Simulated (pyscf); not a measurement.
`[CH4]` + `[SH][Zn][SH]` → `[CH3][Zn][SH]` + `[SH2]`, a four-centre exchange (singlet surface; C–H, S–Zn broken, C–Zn, H–S formed). Optimised with ωB97X-D3(BJ)/def2-SVP in PySCF. Energies in eV from the separated reactants.

Small-basis levels: PySCF, no dispersion term, spherical d functions. 

### Question
In single points HF/STO-3G puts the saddle at 4.00 eV and the reaction energy at +1.45 eV. Should these be trusted to within a few kcal/mol? Compare with ωB97M-D3(BJ)/def2-TZVP.

### Answer
ωB97M-D3(BJ)/def2-TZVP gives ΔE‡ = 2.01 eV and ΔE = +1.15 eV. HF/STO-3G lies 1.99 eV over it in the barrier and 0.29 eV over it in the reaction energy, so on this step it does not hold to within 0.13 eV. ωB97M-D3(BJ)/def2-TZVP has limits of its own. On the product side the descent ends in a complex, 0.30 eV under the separated species and 1.04 eV under the saddle at ωB97X-D3(BJ)/def2-TZVP. This is the saddle that the search found; another between the same sides may lie lower. In the def2 sets elements up to Kr have no core potential.
